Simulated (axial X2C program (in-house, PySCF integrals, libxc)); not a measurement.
## N₂⁻ along the bond: HF, 2c

All values were computed with an axial X2C code built on PySCF integrals. Two-component (2c) means X2C with spin–orbit coupling and atomic mean-field two-electron Coulomb and Gaunt terms. Basis: N dyall-av3z [7s7p3d2f] (cores contracted in-house); Gaussian nuclei, density fitting, unrestricted open shells. Masses: N 14.003 u.

State: Ω = 1/2 (⟨Sz⟩ = 0.50, ⟨Lz⟩ = 0.00 at HF).

Results along the bond:

```json
{"R (Å)": "0.949", "HOMO (eV)": "1.67", "LUMO (eV)": "4.17"}
{"R (Å)": "0.993", "HOMO (eV)": "1.66", "LUMO (eV)": "4.19"}
{"R (Å)": "1.026", "HOMO (eV)": "1.66", "LUMO (eV)": "4.20"}
{"R (Å)": "1.058", "HOMO (eV)": "1.66", "LUMO (eV)": "4.22"}
{"R (Å)": "1.091", "HOMO (eV)": "1.65", "LUMO (eV)": "4.23"}
{"R (Å)": "1.129", "HOMO (eV)": "1.65", "LUMO (eV)": "4.24"}
{"R (Å)": "1.167", "HOMO (eV)": "1.65", "LUMO (eV)": "4.25"}
{"R (Å)": "1.216", "HOMO (eV)": "1.64", "LUMO (eV)": "4.26"}
{"R (Å)": "1.276", "HOMO (eV)": "1.63", "LUMO (eV)": "4.28"}
{"R (Å)": "1.364", "HOMO (eV)": "1.67", "LUMO (eV)": "4.37"}
```

Occupations by symmetry block were frozen at the best pattern of an incomplete PBE0 search. The highest occupied level is positive at some bond lengths even in Hartree–Fock (under at least one Hamiltonian), so the basis set holds the extra electron there; where that holds at Re the anion is at best weakly bound and its constants depend on the basis. The determinant is spin-polarised beyond a pure state at some levels (its spin-free form has ⟨S²⟩ too high), which makes Re and μ there less reliable. The LUMO of an anion is an unbound level whose energy the basis sets.
